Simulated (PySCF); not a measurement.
## Computed data sheet: `[CH]1CC1` [radical]

C3H5 (doublet state).
SMILES with atom numbers: `[CH:1]1[CH2:2][CH2:3]1` (hydrogens: H4 on C1; H5, H6 on C2; H7, H8 on C3)

PBE0-D3(BJ)/def2-SVP geometry optimisation, gas phase (PySCF):

```yaml
Point_group: Cs
Rotational_constants_A_B_C: 23.709, 20.867, 13.257 GHz
Dipole_moment: 0.57 D
```

UKS B3LYP, IGLO-III on C, pcH-1 on H, non-relativistic, mean-field spin-orbit, GIAO (PySCF):

```yaml
Isotropic_g_value: 2.00271
Principal_g_values: 2.00218, 2.00286, 2.00310
Spin_squared_⟨S²⟩: 0.753
Largest_Mulliken_spin_population: 0.98 on C1
Largest_isotropic_hyperfine_couplings_means_over_sets_of_like_nuclei: 13C +263.9 (C1), 1H +73.1 (H5/H6/H7/H8), 13C -19.8 (C2/C3), 1H -15.0 (H4) MHz
```

Monoisotopic mass from the formula: 41.0391 u.

g_iso is shifted by about +390 ppm from the free-electron value 2.002319; the principal values span 0.0009. The rotational constants make it an asymmetric top with κ = (2B − A − C)/(A − C) = 0.46, nearer the oblate limit (+1). The dipole matches unit charges of opposite sign 0.12 Å apart (1 e·Å = 4.8032 D). ⟨S²⟩ is 0.003 above the pure-spin value S(S + 1) = 0.75. A dipole of 0.57 D is allowed in Cs, and pure rotational transitions are dipole-allowed.

Geometry: PBE0-D3(BJ)/def2-SVP; no solvent or vibrations. Couplings of like nuclei are plain means over topologically equivalent atoms, as if these changed places fast (by rotation of a methyl-like group, say); in this geometry the members of some sets differ.
